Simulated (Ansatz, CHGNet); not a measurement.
Lattice constant a (Å) of 28 elemental solids other than molecular ones, computed with the machine-learned potential CHGNet-r²SCAN (trained on r²SCAN data) and with PBE (plane waves, PAW; Ansatz, a program for electronic structure). The set holds measured phases with no doubt noted on the run or the magnetic state but for the caveats below. 19 more of the class have both values but aren't in it, for one of these reasons: built or high-temperature cells, doubts on the run or the magnetic state, unlike cells, values of zero, layered or molecular crystals, cells that aren't cubic. Solids without a value at one level (not run, failed, or a magnetic order lost), or held back for tests, aren't counted.

All rows, in order of the shift (worked out from unrounded values):

```tsv
solid	CHGNet-r²SCAN	PBE	shift (%)
bcc Cs	6.461	6.162	-4.64
bcc Na	4.260	4.197	-1.48
bcc Fe	2.868	2.831	-1.31
bcc Ba	5.086	5.021	-1.27
fcc Sr	6.090	6.030	-0.99
fcc Ca	5.582	5.526	-0.99
bcc K	5.307	5.284	-0.45
bcc Nb	3.320	3.310	-0.31
bcc Ta	3.321	3.319	-0.06
bcc Mo	3.154	3.161	+0.20
bcc Rb	5.653	5.670	+0.30
diamond	3.559	3.572	+0.35
bcc W	3.171	3.184	+0.40
fcc Ir	3.853	3.871	+0.45
diamond-structure Si	5.441	5.470	+0.53
fcc Au	4.136	4.158	+0.54
bcc V	2.979	2.997	+0.60
bcc Li	3.413	3.435	+0.62
fcc Rh	3.806	3.830	+0.63
fcc Pt	3.945	3.970	+0.64
fcc Pd	3.916	3.943	+0.69
fcc Ag	4.110	4.147	+0.91
grey tin (α-Sn)	6.590	6.655	+0.99
fcc Pb	4.988	5.040	+1.06
fcc Ni	3.480	3.519	+1.12
fcc Al	3.986	4.040	+1.36
diamond-structure Ge	5.682	5.761	+1.39
fcc Cu	3.578	3.629	+1.44
```

The shift from CHGNet-r²SCAN to PBE has a median of +0.49 %, and eight in ten lie between -1.28 % and +1.19 %; PBE is the larger in 19 of 28.

Ansatz's runs of these crystals have no spin polarisation, but for bcc Fe, fcc Ni.

Density-functional runs with spin start from parallel moments for bcc Fe, parallel moments for fcc Ni.

Spin–orbit coupling is left out, also for the solids with elements from indium on (bcc Ta, fcc Pt, bcc Ba, grey tin (α-Sn), bcc W, fcc Ir, bcc Cs, fcc Pb, fcc Au); its size isn't shown.

Caveats: the gap of the solid is closed in this run (PBE: diamond-structure Ge). Ansatz's density-functional and Hartree–Fock values are scalar-relativistic unless marked +SOC, with PAW data made under PBE.
